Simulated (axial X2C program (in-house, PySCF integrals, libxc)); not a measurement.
## Working with the constants of NaMg⁺

A bond curve at the CCSD(T) level, with spin–orbit coupling, was computed with an axial X2C code built on PySCF integrals (basis Mg dyall-cv3z [9s8p6d3f], Na dyall-cv3z [9s8p5d2f] (cores contracted in-house)) for the state Ω = 0 (closed shell). Its fit gives Re = 3.2339 Å, ωe = 151.5 cm⁻¹, ωexe = 1.12 cm⁻¹ and αe = 1.356e-03 cm⁻¹; the masses are 23.9850 and 22.9898 u. Two-component means X2C with spin–orbit coupling and atomic mean-field Coulomb and Gaunt terms.

Correlated methods: 10 electrons correlated (number of frozen shells: Mg 2 s, 1 p; Na 1 s), 266 virtual spin orbitals or spinors in MP2, 90 natural virtuals in coupled cluster.

**Question.** Find the reduced mass, Be and the force constant.

**Answer.** From the CCSD(T) values: μ = 11.7384 u. Be = 16.8576/(μ Re²) = 0.1373 cm⁻¹. k = 5.8918×10⁻⁷ μ ωe² = 0.159 mdyn/Å.

**Question.** Give B0, the J = 1←0 line in GHz and the most populated J at 300 K (kT = 208.5 cm⁻¹).

**Answer.** B0 = Be − αe/2 = 0.1366 cm⁻¹; 2B0 = 8.193 GHz; J(max) ≈ √(kT/2B0) − 1/2 = 27.1, so J = 27.

**Question.** Estimate the centrifugal constant by the Kratzer relation.

**Answer.** D = 4Be³/ωe² = 4.51e-07 cm⁻¹.

**Question.** Where do the fundamental and the first overtone lie?

**Answer.** ν(1←0) = ωe − 2ωexe = 149.3 cm⁻¹; ν(2←0) = 2ωe − 6ωexe = 296.3 cm⁻¹.

**Question.** A Morse curve ties αe to the other constants (Pekeris). How well does that hold?

**Answer.** αe(Morse) = 6Be²/ωe × (√(ωexe/Be) − 1) = 1.386e-03 cm⁻¹; the CCSD(T) curve gives 1.356e-03 cm⁻¹, a ratio of 1.02.

The state is one determinant whose occupation by symmetry is held fixed; it was picked as the lowest of a PBE0 search that is not exhaustive. Coupled cluster ran in a truncated set of natural virtual spinors; the MP2 energy of the rest was added. (T) has no such correction and the atoms are truncated less, which lowers De at CCSD(T) by a hundredth of an eV or more.
